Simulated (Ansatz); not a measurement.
Computed with Ansatz on PBE0-D4/def2-TZVP structures; ΔE is electronic, products minus reactants. CCSD(T)/CBS is the MP2 limit (def2-TZVPP, def2-QZVPP) plus CCSD(T) − MP2 in def2-TZVPP, frozen cores. Functionals use def2-TZVPP. B3LYP here is the variant with VWN-RPA as its local correlation; programs differ in this. Each species was taken in one conformer, which may not be the lowest.

Consider the isomerisation: `COC1=CC1` → `CC#COC`.

`COC1=CC1`:

Z-matrix (Å, degrees):
```
C
O 1 1.422
H 1 1.093 2 110.4
H 1 1.088 2 106.6 3 -119.5
H 1 1.093 2 110.4 3 121.1
C 2 1.317 1 113.4 3 -60.7
C 6 1.467 2 141.6 1 -180.0
C 6 1.291 2 151.5 1 -0.0
H 7 1.093 6 119.8 2 74.4
H 7 1.093 6 119.8 2 -74.4
H 8 1.074 6 153.4 2 -0.0
```

`CC#COC`:

Cartesian coordinates in Å:
```
C 1.800 -0.404 1.532
C 0.557 -0.366 0.780
C -0.477 -0.346 0.172
O -1.610 -0.348 -0.464
C -1.652 0.518 -1.599
H 2.554 -1.021 1.036
H 1.635 -0.819 2.530
H 2.217 0.599 1.659
H -1.481 1.553 -1.292
H -2.648 0.413 -2.025
H -0.896 0.220 -2.329
```

```
             level  ΔE (eV)
            PBE-D4    -0.39
          B3LYP-D4    -0.59
           ωB97X-V    -0.43
           ωB97M-V    -0.50
            B2PLYP    -0.62
            r2SCAN    -0.44
SCS-MP2/def2-QZVPP    -0.60
    CCSD/CBS(def2)    -0.58
```

(1) What does CCSD(T)/CBS give? (An estimate is asked.)

Largest T1 diagnostic among the species: 0.012.

Answers

(1) Computed: -0.55 eV. The listed levels differ from it by 0.16, -0.04, 0.12, 0.05, -0.07, 0.11, -0.05, -0.03 eV.

In def2-TZVPP, CCSD(T) changes the Hartree–Fock value by +0.22 eV (the triples alone add +0.03 eV) and MP2 by +0.22 eV. The D4 term adds +0.03 eV with B3LYP and +0.02 eV with PBE0; it sums over pairs of atoms, weighted by their polarisabilities, and B3LYP, whose exchange is more repulsive, gets the larger term.
